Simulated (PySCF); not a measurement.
**`C[C@H]1C[C@@H]1S`, C4H8S**

Geometry (Å), atoms numbered from 1 in this order:
```xyz
13

C    -1.750   -0.274    0.050
C    -0.415    0.249   -0.414
C     0.542    0.868    0.560
C     0.841   -0.475   -0.036
S     2.145   -0.621   -1.270
H    -2.481    0.532    0.073
H    -2.111   -1.047   -0.625
H    -1.670   -0.697    1.049
H    -0.432    0.680   -1.408
H     0.269    0.901    1.605
H     1.133    1.710    0.233
H     0.763   -1.357    0.586
H     3.163   -0.470   -0.422
```

Computed with PySCF 2.14.0, TDDFT wB97X-D/aug-cc-pVDZ circular dichroism and optical rotation, one conformer, gas phase. Geometry: GFN2-xTB.

The molecule is flexible and this is one conformer; a measurement averages over conformers.

Task: Draw the ECD and absorption spectra from the lowest 12 states, each a Gaussian of half-width 0.2 eV at 1/e height.

Result: 
| E (eV) | λ (nm) | Δε (L mol⁻¹ cm⁻¹) | ε (L mol⁻¹ cm⁻¹) |
| --- | --- | --- | --- |
| 5.08 | 244 | -0.01 | 1.12 |
| 5.18 | 239 | -0.09 | 10.6 |
| 5.28 | 235 | -0.53 | 61.3 |
| 5.38 | 230 | -1.86 | 214 |
| 5.48 | 226 | -3.93 | 453 |
| 5.58 | 222 | -5.05 | 582 |
| 5.68 | 218 | -3.95 | 463 |
| 5.78 | 214 | -2.04 | 296 |
| 5.88 | 211 | -1.42 | 450 |
| 5.98 | 207 | -2.64 | 1130 |
| 6.08 | 204 | -4.46 | 1950 |
| 6.18 | 201 | -4.72 | 2070 |
| 6.28 | 197 | -3.03 | 1330 |
| 6.38 | 194 | -1.18 | 566 |
| 6.48 | 191 | -0.36 | 360 |
| 6.58 | 188 | -0.90 | 761 |
| 6.68 | 186 | -3.96 | 1510 |
| 6.78 | 183 | -9.94 | 2090 |
| 6.88 | 180 | -14.74 | 2010 |
| 6.98 | 178 | -13.37 | 1370 |
| 7.08 | 175 | -7.56 | 657 |
| 7.18 | 173 | -2.31 | 344 |
| 7.28 | 170 | +1.72 | 686 |
| 7.38 | 168 | +7.65 | 1780 |
| 7.48 | 166 | +16.80 | 3100 |
| 7.58 | 164 | +25.89 | 3620 |
| 7.68 | 161 | +33.14 | 3440 |
| 7.78 | 159 | +43.80 | 3960 |

Δε uses R in velocity form, ε uses f in length form. Only the states computed contribute, so the short-wavelength end is incomplete.
